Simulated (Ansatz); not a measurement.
# Isomers

Structures of AlNH$_{5}$S (charge +1), singlet, relaxed at PBE0-D4/def2-TZVP (vibrations not checked; lower isomers may exist, and structures with a doubtful reference or unclear bonds are left out). Ansatz 0.2.0; basis: def2-TZVPP; cores frozen in the correlated methods. B3LYP uses VWN-RPA correlation.

Q: Rank them by CCSD(T) energy, lowest first, and give each one's height above the lowest. Links in brackets join atoms within 1.22 times the sum of their covalent radii (1.1 for two metals). (An estimate is asked for; the value comes from the calculation.)
A.
AlNH₅S ([NH3][AlH][SH]), total charge +1
```
8
angstrom
N -0.9915 0.8239 -0.8838
Al 0.0073 0.3870 0.7730
S 0.8944 -1.5293 0.4851
H -0.8924 0.1122 -1.6092
H -0.6899 1.7076 -1.2987
H -0.1205 1.5323 1.8196
H -1.9941 0.9298 -0.7166
H 1.4610 -1.5337 1.7085
```
B.
AlNH₅S ([NH2]1[AlH2][SH]1), total charge +1
```
8
angstrom
N -0.1937 -0.4701 -0.6634
Al -0.4917 1.2091 0.3735
S 0.0872 -1.1540 0.9597
H -1.0000 -0.9482 -1.0662
H 0.8682 1.9712 0.4297
H -2.0270 1.3374 0.6096
H 0.6023 -0.6289 -1.2788
H 1.4121 -0.9031 0.9661
```
C.
AlNH₅S ([NH2][AlH][SH2]), total charge +1
```
8
angstrom
N 0.7054 -1.2348 0.6375
Al 0.0382 0.3591 0.7381
S -0.3549 1.1151 -1.5131
H -1.0376 0.0371 -1.9538
H -1.4649 1.8429 -1.2679
H -0.3641 1.4474 1.7718
H 0.9251 -1.7615 -0.1939
H 0.9694 -1.7710 1.4530
```

A: Computed: A (0.000 eV), C (1.077 eV), B (2.433 eV). Heights count from the lowest.

Q: Do PBE-D4, r2SCAN-D4, PBE0-D4, B3LYP-D4, wB97M-V, HF, MP2 give the same order? (Judge from chemistry; the calculation decides.)

A: By the calculation: All do.

T1 diagnostic: at most 0.012.

For scale, one of the runs: CCSD(T)/def2-TZVPP, 185 basis functions, launched by `ansatz run in.yaml --threads 2 --pin off --events-out ev --progress --plain --max-ram 4352MiB`. The run took 28 s on 2 CPU threads of an Arm Neoverse V1 (shared host), with 1.7 GiB of host memory at its peak.
